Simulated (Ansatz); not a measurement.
# Worked example: building the atomization energy of AlCl₃, singlet

Measured: the G2/97 heats of formation, with zero-point and thermal terms from B3LYP taken off, give an electronic atomization energy of 306.2 kcal/mol (Curtiss et al., J. Chem. Phys. 106, 1063 (1997); Staroverov et al., J. Chem. Phys. 119, 12129 (2003)). The calculation below tries to reproduce it.

Geometry (MP2(full)/6-31G*, from the G2/97 set):

```csv
atom,x (Å),y (Å),z (Å)
Al,0.0000,0.0000,0.0000
Cl,0.0000,2.0690,0.0000
Cl,1.7918,-1.0345,0.0000
Cl,-1.7918,-1.0345,0.0000
```

Atomization energies (atoms less molecule, kcal/mol) from Ansatz 0.2.0, frozen cores, restricted molecule, unrestricted atoms, sets cc-pV(D+d)Z, cc-pV(T+d)Z, cc-pV(Q+d)Z:

```tsv
level	DZ	TZ	QZ
HF	235.93	243.43	244.25
CCSD(T)	278.35	298.16	307.60
CCSDT	278.20	297.46	–
CCSDT(Q)	278.60	297.98	–
```

**Question.** Extrapolate Hartree–Fock with exp(−5.46 √X) and the CCSD(T) correlation part with X⁻³ (X = 3, 4), add each higher step from the largest set that has it, and compare with the measured value.

**Answer.** Hartree–Fock: 244.25 + (244.25 − 243.43) × 0.301 = 244.50.
Correlation: TZ 54.73, QZ 63.35; (64 × 63.35 − 27 × 54.73) / 37 = 69.64.
Full triples (TZ): 297.46 − 298.16 = -0.70.
(Q) (TZ): 297.98 − 297.46 = 0.52.
Sum: 314.0 kcal/mol, 7.8 above the measured 306.2.

The steps beyond CCSD(T) add -0.18 kcal/mol, while going from QZ to the limit adds 6.54. Core correlation, scalar relativity, spin–orbit terms and the relaxation from this MP2 geometry are missing from the sum, and the measured value has its own uncertainty. A sum this far over the measured value points to relativity and spin–orbit coupling, which lower it, and to the tabulated heats of formation.
